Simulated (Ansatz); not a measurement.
Rock-salt CdO, relaxed in Ansatz (plane waves) with several semilocal functionals. Each gives its own volume and its own bulk modulus:

```json
[
 {"level": "LDA", "V0 (Å³/atom)": "12.439", "bulk modulus (GPa)": "162.7", "ln V0": "2.5208", "ln B0": "5.0919"},
 {"level": "PBE", "V0 (Å³/atom)": "13.546", "bulk modulus (GPa)": "125.8", "ln V0": "2.6061", "ln B0": "4.8347"},
 {"level": "revPBE", "V0 (Å³/atom)": "13.894", "bulk modulus (GPa)": "115.1", "ln V0": "2.6315", "ln B0": "4.7458"},
 {"level": "RPBE", "V0 (Å³/atom)": "14.032", "bulk modulus (GPa)": "111.3", "ln V0": "2.6413", "ln B0": "4.7122"}
]
```

Task: Fit a straight line to ln B0 against ln V0. What does it predict for PBEsol, whose volume is 12.896 Å³/atom?

Result: With x = ln V0 and y = ln B0: means 2.59992 and 4.84615; Σ(Δx Δy) = -0.02823, Σ(Δx²) = 0.009008, so the slope is -3.13. At x = 2.5569 the line gives y = 4.84615 + (-3.13) × (2.5569 − 2.59992) = 4.9808, or 145.6 GPa. The run with PBEsol gives 145.2 GPa, -0.3 % from the line. The rows used scatter about it by up to 0.8 %, while the largest value lies 46 % above the smallest. For comparison, PBE's own equation of state has B′ = 4.8, the slope −d ln B/d ln V at a fixed functional; the two needn't agree, since functionals also differ at one volume.

Measured: 147 GPa (measured, temperature not stated, no zero-point or thermal correction; as tabulated in Gopal et al. (2015), doi:10.1103/physrevb.91.245202).

Ansatz's density-functional and Hartree–Fock values are scalar-relativistic unless marked +SOC, with PAW data made under PBE.

Ansatz is a quantum-chemistry and plane-wave program.
